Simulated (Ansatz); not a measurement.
Two shapes of singlet CH₂.

Shape 1:

```xyz
3

C     0.0000    0.0000   -0.1796
H     0.0000    0.8619    0.5389
H     0.0000   -0.8619    0.5389
```

Shape 2:

```xyz
3

C     0.0000    0.0000   -0.1940
H     0.0000    0.9308    0.5820
H     0.0000   -0.9308    0.5820
```

Basis set: 6-31G* (spherical functions). Left uncorrelated: 1 orbital. Charge 0, multiplicity 1.

Computed with Ansatz (development build ahead of 0.2.0); each method stands on the lowest determinant of its kind that the runs found.

(1) Which shape is lower in energy, and by how much in each method?

Answers

(1)

```csv
method,E(2) − E(1) (eV)
RHF,0.334
RHF-MP2,0.261
```

Shape 1 is lower. Caution: in another basis set an unrestricted determinant lies well below; another spin multiplicity may lie lower.
